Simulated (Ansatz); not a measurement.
CH2, SMILES `[CH2]` (excited singlet) (charge 0, multiplicity 1). This singlet is an excited state, 0.39 eV above the relaxed triplet at the level composite: frozen-core CCSD(T) with HF/cc-pV5Z and the correlation energy extrapolated as X^-3 from cc-pVQZ and cc-pV5Z, plus full CI minus CCSD(T) in cc-pVDZ // PBE0-D3(BJ)/def2-TZVP (Ansatz, an electronic-structure program).

Method: frozen-core CCSDT(Q)/cc-pVDZ // PBE0-D3(BJ)/def2-TZVP (Ansatz).

Ansatz 0.2 input:
```yaml
crystal:
  periodic: [false, false, false]
  atoms:
    - { symbol: C, position_ang: [-0.001458, 0.468792, -0.000001] }
    - { symbol: H, position_ang: [0.862835, -0.231715, -0.000003] }
    - { symbol: H, position_ang: [-0.861377, -0.237076, 0.000003] }
basis:
  gaussian: { orbitals: cc-pVDZ }
correlation:
  method: ccsdt_q
```

Output:

```
Functional definition: HF
421 factors; integrals over basis functions are off by at most 1.2e-7 eV
mean field evaluation 1: about -1057.6904 eV, gradient 9.0e0 eV
mean field evaluation 2: about -1057.6899 eV, gradient 9.0e0 eV
mean field evaluation 4: about -1058.0046 eV, gradient 4.8e-1 eV
mean field evaluation 8: about -1058.0070 eV, gradient 8.0e-7 eV
mean field -1058.00697368 eV, -38.8810391399 hartree, gradient 4.0e-6 eV, S^2 0.000000; 0 other end points of the search recorded, 0 dependent functions left out; unrestricted orbitals would lower it
mean field evaluation 16: about -1057.9707 eV, gradient 9.3e0 eV
1 core orbitals not correlated
reference -1058.00697368 eV, -38.8810391399 hartree; 3, 3 occupied and 20, 20 virtual orbitals, 421 factors
second order -3.00150835 eV of doubles, -0.00000000 eV of singles
cycle   1  -3.51572656 eV  change   -5.1e-1 eV  update   5.4e-2
cycle   2  -3.81021665 eV  change   -2.9e-1 eV  update   2.9e-2
cycle   3  -3.83872292 eV  change   -2.9e-2 eV  update   1.5e-2
cycle   4  -3.85436258 eV  change   -1.6e-2 eV  update   8.4e-3
cycle   5  -3.85951416 eV  change   -5.2e-3 eV  update   4.5e-3
cycle   6  -3.86190433 eV  change   -2.4e-3 eV  update   2.0e-3
cycle   7  -3.86328536 eV  change   -1.4e-3 eV  update   7.2e-4
cycle   8  -3.86290161 eV  change    3.8e-4 eV  update   1.8e-4
cycle   9  -3.86284815 eV  change    5.3e-5 eV  update   5.4e-5
cycle  10  -3.86288342 eV  change   -3.5e-5 eV  update   1.6e-5
cycle  11  -3.86289281 eV  change   -9.4e-6 eV  update   5.6e-6
cycle  12  -3.86288954 eV  change    3.3e-6 eV  update   1.7e-6
cycle  13  -3.86288790 eV  change    1.6e-6 eV  update   5.4e-7
cycle  14  -3.86288800 eV  change   -9.3e-8 eV  update   2.0e-7
perturbative correction -0.00416938 eV, -0.0001532218 hartree
Total energy: -1061.87403105 eV, -39.0231508772 hartree
```
